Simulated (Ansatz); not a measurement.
**C2H4N: a saddle search, and a look at its input**

Aim: a saddle search from the structure below. Read the input with care, then see what the program makes of it. The step meant is a radical addition at charge 0 and multiplicity 2, which changes C1–N3.

Program: Ansatz 0.2.0, Gaussian basis. Level of theory: PBE0-D4/def2-SVP. These are calculated values, not measurements.

1 further run of the same task is left out (it didn't finish).

## Step 1: The structure

```
C    -0.0314   -0.8116    0.5181
C     1.1085   -0.5037    0.7921
N    -0.7996    0.5328   -1.0243
H    -0.9589   -1.3088    0.5238
H     2.0835   -0.1137    0.8519
H    -1.4078    1.0882   -0.4264
H     0.0056    1.1168   -1.2351
```

## Step 2: The run

Input file run/in.yaml:

```yaml
crystal:
  periodic: [false, false, false]
  atoms:
    - {symbol: C, position_ang: [-0.031400, -0.811600, 0.518100]}
    - {symbol: C, position_ang: [1.108500, -0.503700, 0.792100]}
    - {symbol: N, position_ang: [-0.799600, 0.532800, -1.024300]}
    - {symbol: H, position_ang: [-0.958900, -1.308800, 0.523800]}
    - {symbol: H, position_ang: [2.083500, -0.113700, 0.851900]}
    - {symbol: H, position_ang: [-1.407800, 1.088200, -0.426400]}
    - {symbol: H, position_ang: [0.005600, 1.116800, -1.235100]}
basis:
  gaussian: {orbitals: def2-SVP}
magnetization: {spin_polarized: true, initial_magnetization: 1}
hamiltonian: {xc: pbe0, dispersion: d4}
saddle:
  max_steps: 4
  mode_guess:
    - [-0.2870, 0.5714, -0.4718]
    - [-0.0600, -0.0206, -0.0161]
    - [0.2993, -0.3378, 0.3605]
    - [0.0719, -0.0412, 0.0548]
    - [-0.0563, -0.0136, -0.0130]
    - [0.0306, -0.0736, 0.0403]
    - [0.0015, -0.0845, 0.0453]
```

The run is started by

```bash
ansatz run in.yaml --threads 2 --pin off --events-out ev --progress --plain --max-ram 4352MiB
```

What does the calculation give? Wanted: outcome.

As calculated:

| quantity | value |
| --- | --- |
| outcome | not converged |
| fault | too few steps |
| steps taken | 4 |

In words: The run did not converge within its limit, so it gives no result. Four steps were allowed, too few from this start. The cure: raise max_steps or start nearer.
